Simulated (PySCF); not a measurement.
A spin–spin coupling run with PySCF 2.14.0 with density-fitted response routines (density fitting, non-relativistic, gas phase) on SMILES O=S(=O)(Cl)Cl, Cl2O2S:

```
$ OMP_NUM_THREADS=1 python probes_run.py task.json out

{"job": {"kind": "j", "xc": "B3LYP", "basis": "6-31G*"}, "charge": 0, "multiplicity": 1}
O      1.161947    -0.114750    -1.121139
S      0.284830    -0.081201     0.015454
O      0.671032    -0.520137     1.326749
Cl    -0.455058     1.825854     0.186159
Cl    -1.444592    -1.066933    -0.491661
```

Hardware: 1 thread of an Arm Neoverse V1, shared host. The job also computes field gradients.

**Question.** How large is the calculation?

**Answer.** 66 electrons, 82 basis functions and 584 auxiliary functions.

**Question.** How long does it take, and how much memory does it need?

**Answer.** 5.4 s of wall time, with 14 SCF cycles; peak memory 0.47 GiB. Times on a shared host scatter by some tens of per cent.

**Question.** And these other runs on the same molecule and hardware: spin–spin coupling at B3LYP/cc-pVTZ?

**Answer.** B3LYP/cc-pVTZ: 162 functions, 14 s.
